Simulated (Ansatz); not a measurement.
C3H5NO can be A, `OC1=NCC1`, or B, `CC(N)=C=O`.

Computed with Ansatz on PBE0-D4/def2-TZVP structures; ΔE is electronic, products minus reactants. CCSD(T)/CBS is the MP2 limit (def2-TZVPP, def2-QZVPP) plus CCSD(T) − MP2 in def2-TZVPP, frozen cores. DFT in def2-TZVPP. B3LYP here is the variant with VWN-RPA as its local correlation; programs differ in this. Each species was taken in one conformer, which may not be the lowest.

A:

```xyz
10

O    -1.218   -0.586    1.630
C    -0.342   -0.310    0.673
N     0.859   -0.726    0.533
C     0.965    0.077   -0.719
C    -0.492    0.563   -0.522
H    -0.790   -1.190    2.252
H     1.136   -0.541   -1.603
H     1.729    0.854   -0.659
H    -0.628    1.626   -0.320
H    -1.220    0.233   -1.264
```

B:

```xyz
10

C    -0.781    0.981    0.386
C     0.114   -0.093   -0.142
N     0.490   -1.181    0.709
C     0.576   -0.077   -1.375
O     1.001   -0.095   -2.457
H    -0.323    1.471    1.251
H    -1.737    0.559    0.711
H    -0.985    1.743   -0.369
H     0.165   -2.081    0.387
H     1.481   -1.226    0.899
```

Question: Which isomer does CCSD(T)/CBS put lower? Give the gap. (Best estimate.)

Answer: Computed: A, by 16.6 kJ/mol.

Question: Give E(B) − E(A) in kJ/mol with PBE-D4, B3LYP, r2SCAN-D4, CCSD(T)/def2-TZVPP, LDA (SPW92), BLYP-D4, B2PLYP. (Estimate.)

Answer: Computed: PBE-D4 3.2, B3LYP -7.2, r2SCAN-D4 3.0, CCSD(T)/def2-TZVPP 17.2, LDA (SPW92) 22.6, BLYP-D4 -18.8, B2PLYP 0.3. The order is the other way round with B3LYP, BLYP-D4.

Question: Does the order hold for the free energy at 298.15 K (harmonic terms from PBE0-D4)? (Estimate.)

Answer: The calculation gave: Yes: G(B) − G(A) = +4.4 kJ/mol, for one conformer each.

Largest T1 diagnostic: 0.015.

At CCSD(T), def2-SVP lies −5.1 kJ/mol from the extrapolated value and def2-TZVPP +0.7 kJ/mol. In def2-TZVPP, CCSD(T) changes the Hartree–Fock value by +10.2 kJ/mol (the triples alone add −1.1 kJ/mol) and MP2 by +10.1 kJ/mol.
